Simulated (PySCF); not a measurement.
# Sulfuryl chloride (SCl₂O₂): spin-spin couplings and electronic excitations at several levels of theory, part 2 of 2

PySCF 2.14.0. Atoms count from 0. The steps go on from the part before.

### 9 Ultraviolet spectrum: PBE0/def2-SVPD

The job: settings as JSON, then the geometry in Å.

```
{"job": {"kind": "uv", "xc": "PBE0", "basis": "def2-SVPD", "ip": true}, "charge": 0, "multiplicity": 1}
O      1.161947    -0.114750    -1.121139
S      0.284830    -0.081201     0.015454
O      0.671032    -0.520137     1.326749
Cl    -0.455058     1.825854     0.186159
Cl    -1.444592    -1.066933    -0.491661
```

With the program's defaults for keys left out, this is: TDDFT PBE0/def2-SVPD, vertical, gas phase, core orbitals frozen in the response.

Log:

```text
coarse grid: 7048 points
cycle   1  E = -1467.4746026497  dE =  1.391e+00  |g| = 1.086e+00  |ddm| = 3.099e+00
cycle   2  E = -1466.6009950122  dE =  8.736e-01  |g| = 2.389e+00  |ddm| = 3.064e+00
cycle   3  E = -1467.7025319012  dE = -1.102e+00  |g| = 1.971e-01  |ddm| = 2.212e+00
cycle   4  E = -1467.7102437471  dE = -7.712e-03  |g| = 1.154e-01  |ddm| = 3.889e-01
cycle   5  E = -1467.7137251901  dE = -3.481e-03  |g| = 1.509e-02  |ddm| = 1.354e-01
cycle   6  E = -1467.7137848701  dE = -5.968e-05  |g| = 2.587e-03  |ddm| = 2.072e-02
cycle   7  E = -1467.7137868409  dE = -1.971e-06  |g| = 4.612e-04  |ddm| = 3.716e-03
final grid: 57656 points
cycle   8  E = -1467.8697138867  dE = -8.196e-06  |g| = 6.718e-03  |ddm| = 2.737e-02
cycle   9  E = -1467.8696898340  dE =  2.405e-05  |g| = 1.220e-02  |ddm| = 1.871e-02
cycle  10  E = -1467.8697238287  dE = -3.399e-05  |g| = 1.111e-03  |ddm| = 1.247e-02
cycle  11  E = -1467.8697240552  dE = -2.265e-07  |g| = 2.889e-04  |ddm| = 1.277e-03
cycle  12  E = -1467.8697240786  dE = -2.336e-08  |g| = 3.548e-05  |ddm| = 4.063e-04
cycle  13  E = -1467.8697240789  dE = -3.358e-10  |g| = 1.124e-05  |ddm| = 5.195e-05
converged SCF energy = -1467.8697240789

Static polarisability (au): isotropic 58.217, principal 49.277 57.605 67.768

Singlet excitations
state   eV       nm        f      main configurations
  1   4.7539    260.8   0.00000   H-1->L 0.98
  2   4.7729    259.8   0.00040   H-2->L 0.99
  3   4.7979    258.4   0.00183   H->L 0.98
  4   6.0239    205.8   0.00363   H-4->L 0.86, H-6->L 0.10
  5   6.3073    196.6   0.00017   H-5->L 0.97
  6   6.3702    194.6   0.17513   H-3->L 0.92
  7   6.4495    192.2   0.00000   H-7->L 0.89, H->L+1 0.10
  8   6.6980    185.1   0.02226   H-6->L 0.64, H-2->L+1 0.20, H-4->L 0.11
  9   6.7815    182.8   0.00000   H->L+1 0.86, H-7->L 0.10
 10   7.1618    173.1   0.00779   H-1->L+1 0.92

Triplet excitations (Tamm-Dancoff, eV): 4.1903 4.2339 4.2808 4.9995
Vertical ionisation energy (delta-SCF) = 12.2405 eV
Vertical electron affinity (delta-SCF) = 1.6510 eV
```

It took 57 s on 1 thread of Arm Neoverse V1, shared host; peak memory 0.55 GiB.

Key values: HOMO -10.08 eV, LUMO -3.69 eV; lowest singlet 4.75 eV.

### 10 Ultraviolet spectrum: BHandHLYP/def2-SVPD

The job: settings as JSON, then the geometry in Å.

```
{"job": {"kind": "uv", "xc": "BHandHLYP", "basis": "def2-SVPD", "ip": true}, "charge": 0, "multiplicity": 1}
O      1.161947    -0.114750    -1.121139
S      0.284830    -0.081201     0.015454
O      0.671032    -0.520137     1.326749
Cl    -0.455058     1.825854     0.186159
Cl    -1.444592    -1.066933    -0.491661
```

Level: TDDFT BHandHLYP/def2-SVPD, vertical, gas phase, core orbitals frozen in the response.

Log:

```text
coarse grid: 7048 points
cycle   1  E = -1468.0179219533  dE =  1.455e+00  |g| = 1.079e+00  |ddm| = 3.011e+00
cycle   2  E = -1467.7010998148  dE =  3.168e-01  |g| = 1.710e+00  |ddm| = 2.467e+00
cycle   3  E = -1468.2561495339  dE = -5.550e-01  |g| = 1.021e-01  |ddm| = 1.535e+00
cycle   4  E = -1468.2580232166  dE = -1.874e-03  |g| = 5.772e-02  |ddm| = 1.797e-01
cycle   5  E = -1468.2589006822  dE = -8.775e-04  |g| = 5.607e-03  |ddm| = 6.930e-02
cycle   6  E = -1468.2589104729  dE = -9.791e-06  |g| = 1.757e-03  |ddm| = 9.138e-03
final grid: 57656 points
cycle   7  E = -1468.3615189063  dE = -4.098e-06  |g| = 1.917e-03  |ddm| = 1.890e-02
cycle   8  E = -1468.3615190934  dE = -1.871e-07  |g| = 1.910e-03  |ddm| = 4.501e-03
cycle   9  E = -1468.3615198612  dE = -7.678e-07  |g| = 4.920e-04  |ddm| = 2.226e-03
cycle  10  E = -1468.3615199078  dE = -4.658e-08  |g| = 6.165e-05  |ddm| = 4.344e-04
cycle  11  E = -1468.3615199097  dE = -1.886e-09  |g| = 2.912e-05  |ddm| = 1.647e-04
cycle  12  E = -1468.3615199099  dE = -2.115e-10  |g| = 1.117e-05  |ddm| = 3.930e-05
converged SCF energy = -1468.3615199099

Static polarisability (au): isotropic 56.816, principal 47.789 56.122 66.536

Singlet excitations
state   eV       nm        f      main configurations
  1   5.1212    242.1   0.00056   H->L 0.95
  2   5.1714    239.7   0.00000   H-1->L 0.94
  3   5.3172    233.2   0.00207   H-2->L 0.95
  4   6.2834    197.3   0.00442   H-4->L 0.71, H-6->L 0.15, H->L+1 0.12
  5   6.7625    183.3   0.23781   H-3->L 0.93
  6   6.8406    181.2   0.00023   H-5->L 0.88, H-1->L+1 0.08
  7   7.0281    176.4   0.00000   H-7->L 0.75, H-2->L+1 0.21
  8   7.3365    169.0   0.03584   H-6->L 0.56, H-4->L 0.22, H->L+1 0.12
  9   7.4634    166.1   0.00000   H-2->L+1 0.65, H-7->L 0.20, H-5->L+1 0.10
 10   7.9476    156.0   0.00956   H-1->L+1 0.78

Triplet excitations (Tamm-Dancoff, eV): 4.4696 4.5587 4.6777 5.1960
Vertical ionisation energy (delta-SCF) = 12.5961 eV
Vertical electron affinity (delta-SCF) = 1.6875 eV
```

Run time: 60 s. Hardware: 1 thread of Arm Neoverse V1, shared host; peak memory 0.56 GiB.

Key values: HOMO -11.51 eV, LUMO -2.73 eV; lowest singlet 5.12 eV.

### 11 Ultraviolet spectrum: CAM-B3LYP/def2-SVPD

The job: settings as JSON, then the geometry in Å.

```
{"job": {"kind": "uv", "xc": "CAM-B3LYP", "basis": "def2-SVPD", "ip": true}, "charge": 0, "multiplicity": 1}
O      1.161947    -0.114750    -1.121139
S      0.284830    -0.081201     0.015454
O      0.671032    -0.520137     1.326749
Cl    -0.455058     1.825854     0.186159
Cl    -1.444592    -1.066933    -0.491661
```

Method: TDDFT CAM-B3LYP/def2-SVPD, vertical, gas phase, core orbitals frozen in the response.

Log:

```text
coarse grid: 7048 points
cycle   1  E = -1467.9939950124  dE =  1.458e+00  |g| = 1.177e+00  |ddm| = 3.008e+00
cycle   2  E = -1467.4934662392  dE =  5.005e-01  |g| = 2.056e+00  |ddm| = 2.786e+00
cycle   3  E = -1468.2769574560  dE = -7.835e-01  |g| = 1.364e-01  |ddm| = 1.769e+00
cycle   4  E = -1468.2805557617  dE = -3.598e-03  |g| = 7.370e-02  |ddm| = 2.328e-01
cycle   5  E = -1468.2818842959  dE = -1.329e-03  |g| = 6.205e-03  |ddm| = 7.920e-02
cycle   6  E = -1468.2818976432  dE = -1.335e-05  |g| = 1.890e-03  |ddm| = 1.102e-02
cycle   7  E = -1468.2818994150  dE = -1.772e-06  |g| = 4.887e-04  |ddm| = 3.971e-03
final grid: 57656 points
cycle   8  E = -1468.4440006323  dE = -6.043e-06  |g| = 1.880e-03  |ddm| = 2.125e-02
cycle   9  E = -1468.4440008760  dE = -2.437e-07  |g| = 1.588e-03  |ddm| = 4.461e-03
cycle  10  E = -1468.4440014767  dE = -6.007e-07  |g| = 3.301e-04  |ddm| = 2.234e-03
cycle  11  E = -1468.4440015017  dE = -2.499e-08  |g| = 9.226e-05  |ddm| = 3.808e-04
cycle  12  E = -1468.4440015030  dE = -1.270e-09  |g| = 6.033e-05  |ddm| = 1.337e-04
cycle  13  E = -1468.4440015038  dE = -8.181e-10  |g| = 9.500e-06  |ddm| = 5.951e-05
converged SCF energy = -1468.4440015038

Static polarisability (au): isotropic 58.292, principal 49.316 57.677 67.882

Singlet excitations
state   eV       nm        f      main configurations
  1   4.8553    255.4   0.00025   H-2->L 0.96
  2   4.8730    254.4   0.00000   H-1->L 0.95
  3   4.9566    250.1   0.00200   H->L 0.96
  4   6.0675    204.3   0.00389   H-4->L 0.70, H-6->L 0.19, H-2->L+1 0.10
  5   6.4684    191.7   0.20138   H-3->L 0.93
  6   6.4737    191.5   0.00031   H-5->L 0.91
  7   6.6171    187.4   0.00000   H-7->L 0.80, H->L+1 0.18
  8   6.9195    179.2   0.03143   H-6->L 0.55, H-4->L 0.25, H-2->L+1 0.13
  9   7.0290    176.4   0.00000   H->L+1 0.73, H-7->L 0.18
 10   7.4800    165.8   0.00886   H-1->L+1 0.82

Triplet excitations (Tamm-Dancoff, eV): 4.2641 4.3259 4.4056 5.0345
Vertical ionisation energy (delta-SCF) = 12.5251 eV
Vertical electron affinity (delta-SCF) = 1.7494 eV
```

It took 68 s on 1 thread of Arm Neoverse V1, shared host; peak memory 0.57 GiB.

In short: HOMO -11.49 eV, LUMO -2.65 eV; lowest singlet 4.86 eV.

### 12 TDDFT and polarisability: wB97X-D/def2-SVPD

The job: settings as JSON, then the geometry in Å.

```
{"job": {"kind": "uv", "xc": "wB97X-D", "basis": "def2-SVPD", "ip": true}, "charge": 0, "multiplicity": 1}
O      1.161947    -0.114750    -1.121139
S      0.284830    -0.081201     0.015454
O      0.671032    -0.520137     1.326749
Cl    -0.455058     1.825854     0.186159
Cl    -1.444592    -1.066933    -0.491661
```

Level: TDDFT wB97X-D/def2-SVPD, vertical, gas phase, core orbitals frozen in the response.

Log:

```text
coarse grid: 7048 points
cycle   1  E = -1467.9250401505  dE =  1.460e+00  |g| = 1.202e+00  |ddm| = 3.009e+00
cycle   2  E = -1467.5402509206  dE =  3.848e-01  |g| = 1.937e+00  |ddm| = 2.693e+00
cycle   3  E = -1468.2268025296  dE = -6.866e-01  |g| = 1.122e-01  |ddm| = 1.633e+00
cycle   4  E = -1468.2291858804  dE = -2.383e-03  |g| = 6.216e-02  |ddm| = 1.953e-01
cycle   5  E = -1468.2301227038  dE = -9.368e-04  |g| = 5.528e-03  |ddm| = 6.674e-02
cycle   6  E = -1468.2301375085  dE = -1.480e-05  |g| = 1.895e-03  |ddm| = 1.211e-02
cycle   7  E = -1468.2301398266  dE = -2.318e-06  |g| = 5.476e-04  |ddm| = 4.699e-03
final grid: 57656 points
cycle   8  E = -1468.3983973321  dE = -4.488e-05  |g| = 5.178e-03  |ddm| = 5.119e-02
cycle   9  E = -1468.3983977106  dE = -3.785e-07  |g| = 5.198e-03  |ddm| = 1.427e-02
cycle  10  E = -1468.3984040719  dE = -6.361e-06  |g| = 8.259e-04  |ddm| = 5.964e-03
cycle  11  E = -1468.3984041928  dE = -1.209e-07  |g| = 4.354e-04  |ddm| = 8.664e-04
cycle  12  E = -1468.3984042338  dE = -4.097e-08  |g| = 8.785e-05  |ddm| = 5.743e-04
cycle  13  E = -1468.3984042366  dE = -2.840e-09  |g| = 2.378e-05  |ddm| = 1.567e-04
cycle  14  E = -1468.3984042369  dE = -2.174e-10  |g| = 2.118e-05  |ddm| = 5.760e-05
converged SCF energy = -1468.3984042369

Static polarisability (au): isotropic 57.840, principal 49.009 57.257 67.254

Singlet excitations
state   eV       nm        f      main configurations
  1   4.8740    254.4   0.00026   H-2->L 0.94
  2   4.8820    254.0   0.00001   H-1->L 0.93
  3   4.9544    250.3   0.00204   H->L 0.97
  4   6.0955    203.4   0.00386   H-4->L 0.73, H-6->L 0.17, H-2->L+1 0.09
  5   6.4684    191.7   0.00030   H-5->L 0.92
  6   6.4864    191.1   0.19305   H-3->L 0.92
  7   6.6087    187.6   0.00000   H-7->L 0.81, H->L+1 0.18
  8   6.9076    179.5   0.02929   H-6->L 0.56, H-4->L 0.23, H-2->L+1 0.14
  9   7.0119    176.8   0.00000   H->L+1 0.74, H-7->L 0.17
 10   7.4567    166.3   0.00855   H-1->L+1 0.84

Triplet excitations (Tamm-Dancoff, eV): 4.3193 4.3741 4.4402 5.1185
Vertical ionisation energy (delta-SCF) = 12.4721 eV
Vertical electron affinity (delta-SCF) = 1.6283 eV
```

Run time: 55 s. Hardware: 1 thread of Arm Neoverse V1, shared host; peak memory 0.57 GiB.

In short: HOMO -11.99 eV, LUMO -1.99 eV; lowest singlet 4.87 eV.

### 13 Excited states and response: LC-wPBE/def2-SVPD

The job: settings as JSON, then the geometry in Å.

```
{"job": {"kind": "uv", "xc": "LC-wPBE", "basis": "def2-SVPD", "ip": true}, "charge": 0, "multiplicity": 1}
O      1.161947    -0.114750    -1.121139
S      0.284830    -0.081201     0.015454
O      0.671032    -0.520137     1.326749
Cl    -0.455058     1.825854     0.186159
Cl    -1.444592    -1.066933    -0.491661
```

Method: TDDFT LC-wPBE/def2-SVPD, vertical, gas phase, core orbitals frozen in the response.

Log:

```text
coarse grid: 7048 points
cycle   1  E = -1467.4696622602  dE =  1.490e+00  |g| = 1.208e+00  |ddm| = 3.045e+00
cycle   2  E = -1467.2566675104  dE =  2.130e-01  |g| = 1.697e+00  |ddm| = 2.516e+00
cycle   3  E = -1467.7779324447  dE = -5.213e-01  |g| = 1.074e-01  |ddm| = 1.440e+00
cycle   4  E = -1467.7803074840  dE = -2.375e-03  |g| = 4.512e-02  |ddm| = 1.562e-01
cycle   5  E = -1467.7808548245  dE = -5.473e-04  |g| = 5.555e-03  |ddm| = 5.536e-02
cycle   6  E = -1467.7808778385  dE = -2.301e-05  |g| = 1.845e-03  |ddm| = 1.453e-02
cycle   7  E = -1467.7808804338  dE = -2.595e-06  |g| = 5.907e-04  |ddm| = 5.852e-03
final grid: 57656 points
cycle   8  E = -1467.9967084275  dE = -2.172e-05  |g| = 2.331e-03  |ddm| = 2.785e-02
cycle   9  E = -1467.9967090178  dE = -5.903e-07  |g| = 1.711e-03  |ddm| = 3.875e-03
cycle  10  E = -1467.9967096399  dE = -6.221e-07  |g| = 5.209e-04  |ddm| = 2.154e-03
cycle  11  E = -1467.9967096987  dE = -5.875e-08  |g| = 1.849e-04  |ddm| = 4.949e-04
cycle  12  E = -1467.9967097081  dE = -9.425e-09  |g| = 6.257e-05  |ddm| = 2.915e-04
cycle  13  E = -1467.9967097097  dE = -1.627e-09  |g| = 1.535e-05  |ddm| = 1.311e-04
cycle  14  E = -1467.9967097098  dE = -7.435e-11  |g| = 1.119e-05  |ddm| = 3.070e-05
converged SCF energy = -1467.9967097098

Static polarisability (au): isotropic 57.064, principal 48.515 56.489 66.188

Singlet excitations
state   eV       nm        f      main configurations
  1   5.1727    239.7   0.00022   H-2->L 0.94
  2   5.2117    237.9   0.00000   H-1->L 0.92
  3   5.3258    232.8   0.00220   H->L 0.93
  4   6.3310    195.8   0.00388   H-4->L 0.50, H-6->L 0.32, H-2->L+1 0.16
  5   6.7933    182.5   0.22230   H-3->L 0.92
  6   6.8697    180.5   0.00018   H-5->L 0.82, H-1->L+1 0.11
  7   7.0163    176.7   0.00000   H-7->L 0.60, H->L+1 0.33
  8   7.3947    167.7   0.03785   H-4->L 0.42, H-6->L 0.39, H-2->L+1 0.11
  9   7.4344    166.8   0.00000   H->L+1 0.51, H-7->L 0.34, H-5->L+1 0.10
 10   7.9737    155.5   0.00986   H-1->L+1 0.69, H-5->L 0.11

Triplet excitations (Tamm-Dancoff, eV): 4.5065 4.5802 4.6760 5.2224
Vertical ionisation energy (delta-SCF) = 12.8884 eV
Vertical electron affinity (delta-SCF) = 1.7082 eV
```

Run time: 93 s. Hardware: 1 thread of Arm Neoverse V1, shared host; peak memory 0.53 GiB.

In short: HOMO -12.90 eV, LUMO -1.45 eV; lowest singlet 5.17 eV.

### 14 TDDFT and polarisability: PBE0/6-31G*

The job: settings as JSON, then the geometry in Å.

```
{"job": {"kind": "uv", "xc": "PBE0", "basis": "6-31G*"}, "charge": 0, "multiplicity": 1}
O      1.161947    -0.114750    -1.121139
S      0.284830    -0.081201     0.015454
O      0.671032    -0.520137     1.326749
Cl    -0.455058     1.825854     0.186159
Cl    -1.444592    -1.066933    -0.491661
```

Method: TDDFT PBE0/6-31G*, vertical, gas phase, core orbitals frozen in the response.

Log:

```text
coarse grid: 7048 points
cycle   1  E = -1468.0988807178  dE =  1.459e+00  |g| = 1.131e+00  |ddm| = 2.968e+00
cycle   2  E = -1467.2373228764  dE =  8.616e-01  |g| = 2.388e+00  |ddm| = 2.847e+00
cycle   3  E = -1468.3482465840  dE = -1.111e+00  |g| = 2.072e-01  |ddm| = 2.072e+00
cycle   4  E = -1468.3581946578  dE = -9.948e-03  |g| = 1.120e-01  |ddm| = 4.264e-01
cycle   5  E = -1468.3615986394  dE = -3.404e-03  |g| = 1.278e-02  |ddm| = 1.337e-01
cycle   6  E = -1468.3616429354  dE = -4.430e-05  |g| = 1.959e-03  |ddm| = 1.828e-02
cycle   7  E = -1468.3616440302  dE = -1.095e-06  |g| = 3.442e-04  |ddm| = 3.147e-03
final grid: 57656 points
cycle   8  E = -1468.3032632149  dE = -4.344e-06  |g| = 5.343e-03  |ddm| = 1.502e-02
cycle   9  E = -1468.3032497893  dE =  1.343e-05  |g| = 9.086e-03  |ddm| = 1.610e-02
cycle  10  E = -1468.3032703371  dE = -2.055e-05  |g| = 1.059e-03  |ddm| = 1.044e-02
cycle  11  E = -1468.3032705560  dE = -2.189e-07  |g| = 1.743e-04  |ddm| = 9.977e-04
cycle  12  E = -1468.3032705644  dE = -8.413e-09  |g| = 3.629e-05  |ddm| = 2.425e-04
cycle  13  E = -1468.3032705645  dE = -1.187e-10  |g| = 3.175e-05  |ddm| = 5.482e-05
cycle  14  E = -1468.3032705647  dE = -1.955e-10  |g| = 6.317e-06  |ddm| = 2.987e-05
converged SCF energy = -1468.3032705647

Static polarisability (au): isotropic 44.064, principal 33.404 44.318 54.471

Singlet excitations
state   eV       nm        f      main configurations
  1   4.7451    261.3   0.00001   H-1->L 0.98
  2   4.7575    260.6   0.00117   H->L 0.98
  3   4.7961    258.5   0.00003   H-2->L 0.99
  4   6.0315    205.6   0.00250   H-4->L 0.85, H-6->L 0.12
  5   6.2665    197.9   0.00016   H-5->L 0.98
  6   6.3426    195.5   0.00000   H-7->L 0.96
  7   6.4155    193.3   0.22569   H-3->L 0.93
  8   6.6838    185.5   0.03625   H-6->L 0.68, H-2->L+1 0.12, H-4->L 0.12
  9   6.8781    180.3   0.00000   H->L+1 0.93
 10   7.3664    168.3   0.00707   H-1->L+1 0.93

Triplet excitations (Tamm-Dancoff, eV): 4.2122 4.2322 4.2432 4.9262
```

Run time: 4.5 s. Hardware: 1 thread of Arm Neoverse V1, shared host; peak memory 0.42 GiB.

Key values: HOMO -9.94 eV, LUMO -3.57 eV; lowest singlet 4.75 eV.

### 15 Comparing the runs: spin-spin couplings

Couplings (Hz), each a mean over the pairs like the one named, with basis size and wall time:

```csv
run,O0–S1,O0–O2,functions,time
B3LYP/cc-pVTZ,65.4,-7.2,162,14 s
B3LYP/6-31G*,44.9,-5.2,82,5.4 s
```

### 16 Run by run: electronic excitations

Excitations and ground-state properties, with basis size and wall time:

```csv
run,lowest singlet (eV),brightest (eV),f,gap (eV),α (Å³),μ (D),functions,time
HF/def2-SVPD,5.91,7.67,0.400,13.76,8.06,2.26,127,16 s
LDA/def2-SVPD,4.09,5.83,0.126,3.89,8.98,1.49,127,44 s
PBE/def2-SVPD,4.13,5.85,0.131,3.95,8.97,1.40,127,63 s
B3LYP/def2-SVPD,4.55,6.17,0.169,5.82,8.75,1.66,127,54 s
PBE0/def2-SVPD,4.75,6.37,0.175,6.39,8.63,1.63,127,57 s
BHandHLYP/def2-SVPD,5.12,6.76,0.238,8.78,8.42,1.93,127,60 s
CAM-B3LYP/def2-SVPD,4.86,6.47,0.201,8.84,8.64,1.78,127,68 s
wB97X-D/def2-SVPD,4.87,6.49,0.193,10.00,8.57,1.68,127,55 s
LC-wPBE/def2-SVPD,5.17,6.79,0.222,11.44,8.46,1.72,127,93 s
PBE0/6-31G*,4.75,6.42,0.226,6.37,6.53,1.30,82,4.5 s
```

Measured dipole: 1.81 D (gas; NIST CCCBDB Release 22 (SRD 101), experimental dipoles).

### 17 Outcome

The summary covers parts 1 to 2.

```
                                     quantity                        value
                                  point group                          C2v
         rotational constants (main isotopes)         3.33, 2.27, 1.86 GHz
largest coupling of the table (B3LYP/cc-pVTZ)       1J(O,S) O0–S1, 65.4 Hz
                lowest singlet (HF/def2-SVPD)  5.91 eV (210 nm), f = 0.002
     brightest single state of those computed  state 5, 7.67 eV, f = 0.400
                               lowest triplet                      5.03 eV
      range of J(O0,S1), mean over like pairs              44.9 to 65.4 Hz
                  range of the lowest singlet              4.09 to 5.91 eV
```

In words: Single values in the summary come from the first run of each kind that ended normally (B3LYP/cc-pVTZ; HF/def2-SVPD), which need not be the best level. The optimisation took 5 steps and gained 0.069 eV; among the close pairs (by a distance rule), S1–O2 changed most, from 1.412 to 1.436 Å. No frequency check was run at this level, so the end point may be a saddle. In the run at B3LYP/cc-pVTZ, the largest coupling of the table is O0–S1 (mean over like pairs), 65.4 Hz, of which the Fermi-contact term gives 55.9 Hz. The lowest singlet, at 5.91 eV, is HOMO→LUMO 0.84 and is weak; of the 10 states computed, the strongest absorption comes from state 5 at 7.67 eV. The lowest triplet lies 0.88 eV below the lowest singlet (triplets in Tamm-Dancoff, singlets in full TDDFT). The dipole moment, 2.26 D, compares with 1.81 D measured (one conformer here). The coupling O0–S1, as a mean over pairs of its kind, runs from 44.9 Hz (B3LYP/6-31G*) to 65.4 Hz (B3LYP/cc-pVTZ). The lowest singlet runs from 4.09 eV (LDA/def2-SVPD) to 5.91 eV (HF/def2-SVPD), while the orbital gap spans 3.89 to 13.76 eV. The lowest state need not be the same one in every run. The runs solved for a few states only, so the brightest column depends on that window. For the measured dipole, CAM-B3LYP/def2-SVPD misses least (0.03 D, 68 s) and PBE0/6-31G* most (0.51 D, 4.5 s). Couplings from bases without tight functions are rough. One molecule ranks no method: errors cancel, and vibration and temperature are missing from all runs.
